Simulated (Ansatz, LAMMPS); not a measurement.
Bulk modulus of hcp Ti: levels of theory against measurement

Reference value: 108 GPa (measured, zero-point energy and finite temperature contributions removed; as tabulated in doi:10.1021/acs.jctc.3c00612).

What do Lennard-Jones uff-vdw, LDA, PBE, PBE-D3(BJ), r²SCAN-D4 give, and how far is each from the reference?


```csv
level (code),value (GPa),cell (Å³/atom),error (%)
Lennard-Jones uff-vdw (LAMMPS),0.39,20.77,-100
LDA (Ansatz),127,16.10,+17.6
PBE (Ansatz),112,17.39,+3.7
PBE-D3(BJ) (Ansatz),121,16.51,+12.0
r²SCAN-D4 (Ansatz),118,17.22,+9.3
```

Leaving aside Lennard-Jones uff-vdw (doubt noted below): Of the ranked levels PBE (+3.7 %) comes nearest. Among them LDA (+17.6 %) misses by most. Within 15 %: PBE, PBE-D3(BJ), r²SCAN-D4. All 4 levels lie above the reference.

The crystal itself was run without spin with LDA, PBE, PBE-D3(BJ), r²SCAN-D4; a magnetic state was not tried in these runs. Lennard-Jones uff-vdw: this is a force field's van der Waals term alone, without bonds or charges. Each level is taken at its own relaxed cell. Cutoffs differ between the levels. Ansatz's density-functional and Hartree–Fock values are scalar-relativistic unless marked +SOC, with PAW data made under PBE.

Differences are worked out from the printed values.

Ansatz is an electronic-structure program.
